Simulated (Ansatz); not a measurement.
## VRu (Pm-3m)

The calculation used Ansatz, DFT r2SCAN, scalar-relativistic, plane waves, PAW.

Settings: cutoff 500 eV, Γ-centred mesh 14×14×14 on the computed 2-atom cell, Gaussian smearing of 0.10 eV; collinear spin from starting moments 1.02 -0.23 μB.

The structure is relaxed at this level of theory with its symmetry kept. Whether it is the stable form of this composition wasn't checked.

It takes space group Pm-3m (No. 221, cubic). Conventional cell: a = 2.996 Å, b = 2.996 Å, c = 2.996 Å, α = 90.00°, β = 90.00°, γ = 90.00°. Around V (site symmetry m-3m) lie 8 Ru at 2.59 Å. Ru (site symmetry m-3m) has 8 V at 2.59 Å as nearest neighbours.

```
Volume per atom                                                   : 13.45 Å³
Formation energy from the elements' standard states (uncorrected) : -0.311 eV/atom
Generalised Kohn–Sham band gap                                    : none (metal)
Density of states at the Fermi level                              : 1.97 states/eV per cell
Löwdin character within 0.5 eV of the Fermi level                 : V 3d 64 %, Ru 4d 32 %
Bulk modulus                                                      : 249 GPa
Its pressure derivative                                           : 4.7
Bader charges (e)                                                 : V (1 in the cell) 1.12, Ru (1 in the cell) -1.12
Total moment                                                      : 0.81 μB per cell
Site moments (μB; atoms counted from 1 over the whole cell)       : V (atom 1) 0.93, Ru (atom 2) -0.21
```

The state reached may not be the lowest one.

Only this magnetic start was tried.

Cost: 9 runs of about 7.1 core-minutes in all, on Arm Neoverse V1 (shared hosts).